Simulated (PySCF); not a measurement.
# What each rung costs, and what it gives

Saddle point of SiNH5, singlet (SiNH₅ ([NH2][SiH3]) → SiNH₃ ([NH][SiH2]) + H₂; bonds formed: H2–H4; bonds broken: Si1–H2, N3–H4), PBE0-D4/def2-TZVP structure:

| atom | x (Å) | y (Å) | z (Å) |
| --- | --- | --- | --- |
| Si1 | -0.5482 | -0.0989 | -0.0618 |
| H2 | 0.5050 | -0.5547 | 1.2918 |
| N3 | 0.5840 | 0.9222 | -0.6328 |
| H4 | 0.9281 | 0.0023 | 0.6664 |
| H5 | -1.6773 | 0.4035 | 0.7602 |
| H6 | -0.8623 | -1.4858 | -0.5150 |
| H7 | 1.0707 | 0.8113 | -1.5088 |

Barriers are electronic and count from the start structure reached by relaxing down the imaginary mode.

Computed with PySCF 2.14 with density fitting (its default auxiliary sets; JK sets also for MP2 and CCSD(T)) (basis: as named in each row); correlated methods freeze the cores. B3LYP uses VWN-RPA correlation. Extrapolation: Hartree–Fock as exp(−7.88 √X), correlation as X^−2.97.

Times are rough, for one single point on 4 threads of a shared host (Arm Neoverse N1).

The estimate by CCSD(T) at an estimated basis limit (MP2 extrapolated from triple and quadruple zeta, plus CCSD(T) − MP2 in triple zeta) is 349.5 kJ/mol.

```tsv
method	basis	time (s)	barrier (kJ/mol)	method less estimate
HF	STO-3G	1	760.7	411.2
B3LYP-D4	6-31G	2	446.3	96.7
MP2	def2-QZVPP	3	344.8	-4.7
PBE0-D4	def2-SVP	3	357.4	7.8
PBE-D4	def2-SVP	3	329.6	-19.9
CCSD(T)	def2-SVP	5	378.9	29.4
SPW92	def2-TZVPP	6	309.7	-39.9
PBE0-D4	def2-TZVPP	6	342.2	-7.3
B3LYP-D4	def2-TZVPP	6	344.7	-4.9
BHLYP-D4	def2-TZVPP	7	373.1	23.5
PBE-D4	def2-TZVPP	7	317.0	-32.6
r2SCAN-D4	def2-TZVPP	15	333.2	-16.4
CCSD(T)	def2-TZVPP	77	355.8	6.3
wB97M-V	def2-TZVPP	140	352.0	2.5
```

All methods are single points on the PBE0-D4 structures.

No T1 diagnostic of these runs exceeds 0.020. The restricted Hartree–Fock reference is unstable towards an unrestricted one at one or more of these structures.

Labels in which every atom is bracketed show which atoms are joined, not bond orders.
